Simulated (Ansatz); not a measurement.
## doublet COS(+): levels of theory in one basis

```xyz
3

O    -0.8950    1.3356   -0.4947
C    -0.2797    0.4174   -0.1546
S     0.5524   -0.8243    0.3053
```

Basis set: def2-SVP (spherical functions). Left uncorrelated: 7 orbitals. Charge 1, multiplicity 2.

Computed with Ansatz (development build ahead of 0.2.0); each method stands on the lowest determinant of its kind that the runs found.

| method | E − E(ROHF) (eV) | <S²> of the determinant |
| --- | --- | --- |
| ROHF | 0.00 | 0.75 |
| UHF | -0.32 | 0.90 |
| UHF-MP2 | -10.93 | 0.90 |

Q: What does UHF-CCSD(T) give on the same scale?

A: -12.18 eV.

Q: Is a single determinant a sound starting point here?

A: Only with care. Unrestricted orbitals gain 0.32 eV and <S²> is 0.90 against 0.75 for a pure state, a contamination that matters most for the unrestricted series.

Caution for UHF, UHF-MP2, UHF-CCSD(T): the unrestricted determinant is spin contaminated.
